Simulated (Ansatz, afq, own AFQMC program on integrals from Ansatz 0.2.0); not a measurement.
Where AFQMC and coupled cluster stand for HO, doublet

```xyz
2

O     0.0000    0.0000    0.0000
H     0.0000    0.0000    1.0060
```

Basis aug-cc-pVDZ. Only valence electrons are correlated. Ansatz 0.2.0 and our own AFQMC program on the same integrals; the CISD trial comes from CCSD amplitudes, and released means the phaseless constraint is let go. Free projection: walkers drawn from exp(T), propagated without any constraint. Its projection time is finite, and what remains of the start isn't in its error. Uncertainties: one standard error, sampling alone.

Determinant: UHF, the one that the program's search chose, which needn't be the lowest solution. The geometry is a PBE0/def2-TZVPD stationary point of this or a neighbouring charge and spin state.

No full CI on the walks' own integrals is used here; CCSDT(Q) serves as the reference and is uncertain by about the last step of the cluster series.

- T1 diagnostic: 0.0127
- weight of the determinant in the CISD state: 0.947
- ⟨S²⟩ of the determinant: 0.757
- size of the correlated space: 7 electrons in 31 orbitals

Reference: CCSDT(Q), correlation energy -4.972 eV. The released energy is read at 2.40 1/Eh (meV from the phaseless value at times in 1/Eh: -11 ± 13 at 0.24, 0 ± 8 at 0.51, -1 ± 6 at 0.99, 0 ± 8 at 1.62, -7 ± 9 at 2.40).

| level | E − E(reference) (kcal/mol) | share of correlation (%) |
| --- | --- | --- |
| HF | 114.65 | 0.00 |
| MP2 | 12.17 | 89.39 |
| CCSD | 2.59 | 97.74 |
| CCSD(T) | 0.41 | 99.65 |
| CCSDT | 0.17 | 99.85 |
| ph-AFQMC/HF | 3.03 ± 1.04 | 97.36 |
| ph-AFQMC/CISD | -0.09 ± 0.19 | 100.07 |
| released AFQMC | -0.24 ± 0.22 | 100.21 |
| free AFQMC | 0.15 ± 0.24 | 99.87 |

Free projections are given only where their last times agree within the noise and don't stop above the reference; a slow remainder of the start can still hide under it. A walk keeps the symmetry of its determinant, which the program's search chose and which needn't be the lowest solution, so a lower state of the same spin and another symmetry isn't excluded. Released energies are given only where the last usable release times agree within the noise; a slower fall can still hide under it.
